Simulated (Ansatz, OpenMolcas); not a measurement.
# How methods differ on SO (sulfur oxide)

The species is SO (2 atoms), meant as a triplet with charge 0. As SMILES, `O=S`. Geometry: the measured bond length.

```xyz
2

O     0.0000    0.0000    0.0000
S     0.0000    0.0000    1.4811
```

Quantity: the electronic atomisation energy, in eV. The values are calculated. Electronic energies at fixed atoms, without zero-point motion or spin-orbit coupling.

```csv
level,kind,program,value (eV),less CCSD(T)/def2-TZVPPD,CPU time (all runs)
UHF/def2-TZVPPD,Hartree–Fock,Ansatz,2.39,-2.74,2.7 s
UBLYP/def2-TZVPPD,GGA,OpenMolcas,5.82,+0.69,36 s
U-r2SCAN/def2-TZVPPD,meta-GGA,Ansatz,5.74,+0.61,13 s
UB3LYP/def2-TZVPPD,global hybrid,Ansatz,5.47,+0.34,6.9 s
UBHLYP/def2-TZVPPD,global hybrid,OpenMolcas,4.75,-0.38,34 s
U-wB97M-V/def2-TZVPPD,range-separated hybrid,Ansatz,5.50,+0.37,43 s
UPBE-QIDH/def2-TZVPPD,double hybrid,Ansatz,5.29,+0.16,8.7 s
RPA@PBE/def2-TZVPPD,RPA,Ansatz,4.87,-0.26,10 s
UCCSD(T)/def2-TZVPPD,coupled cluster or CI,Ansatz,5.13,0.00,14 s
```

Differences are taken from UCCSD(T)/def2-TZVPPD for orientation; it has basis-set and higher-order errors of its own. The values span 2.39 to 5.82 eV. CPU times are rough (shared hosts, several kinds of processor): they show what a rung costs within a factor of a few.
